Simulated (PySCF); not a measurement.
disilane anion (H6Si2), SMILES [SiH3][SiH3] (connectivity only; charge and spin as stated), charge -1, multiplicity 2. Atoms are numbered in the order given.

```xyz
8

Si    -1.2666     0.0232     0.0000
Si     1.2666    -0.0232     0.0000
H     -1.5986    -0.8634     1.1824
H     -1.5986    -0.8634    -1.1824
H     -2.5473     0.9222     0.0000
H      1.5986     0.8634     1.1824
H      1.5986     0.8634    -1.1824
H      2.5473    -0.9222     0.0000
```
Charge -1, spin multiplicity 2.

Geometry optimised at TPSSh-D3(BJ)/def2-SVPD. The spin state was assumed, not searched.

Level of theory: SMD-PBE0/def2-SVPD run with PySCF.

Solvation free energies are E(SMD) − E(gas) at the gas-phase geometry, for 1 M in both phases.

| solvent | ΔG(solv) (kcal/mol) | its non-electrostatic (CDS) part |
|---|---|---|
| water | ___ | ___ |
| diethylether | -37.5 | -0.5 |
| acetonitrile | -46.8 | 0.3 |

**Question.** Fill in the missing entries. (Estimate from the structure and the level; the computed values follow.)

**Answer.** 
- water, ΔG(solv) (kcal/mol): -44.5
- water, its non-electrostatic (CDS) part: 3.4
